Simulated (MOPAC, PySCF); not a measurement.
CH$_{4}$O, SMILES `CO`, neutral singlet in the gas phase. 

Cartesian coordinates (Å):
SMILES: CO
```xyz
6

C     -0.3453    -0.0245     0.0266
O      0.9813     0.0326     0.4917
H     -0.6581     0.8902    -0.5170
H     -0.5404    -0.8940    -0.6337
H     -1.0021    -0.1253     0.9046
H      1.5647     0.1210    -0.2722
```
Charge 0, spin multiplicity 1.

All levels are single points at this geometry (B3LYP-D3(BJ)/def2-SVP); Pople sets use spherical d functions. Orbital energies aren't observables, and empty levels follow the basis.

B3LYP/6-31G* in PySCF gives dipole (D) = 1.65.

Q: Estimate the dipole (D) from each of these levels: M06-2X/def2-TZVP in PySCF; B3LYP/3-21G in PySCF; HF/3-21G in PySCF; HF/STO-3G in PySCF; PM3 in MOPAC.

A: 
```
level                      dipole (D)
-------------------------  ----------
M06-2X/def2-TZVP in PySCF        1.72
B3LYP/3-21G in PySCF             1.77
HF/3-21G in PySCF                2.08
HF/STO-3G in PySCF               1.47
PM3 in MOPAC                     1.50
```
